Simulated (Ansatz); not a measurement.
Process, species as SMILES: F (HF) → HF+ (doublet, bonded as F) + e-
B3LYP-D3(BJ)/def2-TZVP geometries, fixed; electronic energies without zero-point terms.

Effect of a fitting basis named in the input at HF/def2-TZVPP with Ansatz (an electronic-structure program), against the last row, where the adiabatic ionisation energy is 14.23 eV. Open shells are unrestricted. The default fits or decomposes integrals by the program's own choice; accuracy: high also tightens integrals, grids and stops.

```
setting                        largest shift of a total energy (mEh)  shift of the adiabatic ionisation energy (eV)
-----------------------------  -------------------------------------  ---------------------------------------------
fitting: def2-SV(P)-JKFIT                                      0.001                                          0.000
fitting: def2-universal-JKFIT                                  0.001                                          0.000
fitting: cc-pVTZ-JKFIT                                         0.007                                          0.000
fitting: cc-pVQZ-JKFIT                                         0.002                                          0.000
fitting: cc-pV5Z-JKFIT                                         0.002                                          0.000
accuracy: high                                                -0.001                                          0.000
accuracy: medium (default)                                     0.000                                          0.000
```

Within 0.002 eV in the adiabatic ionisation energy: fitting: def2-SV(P)-JKFIT; fitting: def2-universal-JKFIT; fitting: cc-pVTZ-JKFIT; fitting: cc-pVQZ-JKFIT; fitting: cc-pV5Z-JKFIT; accuracy: high. The largest shift is 0.007 mEh in a total energy and 0.000 eV in the difference.
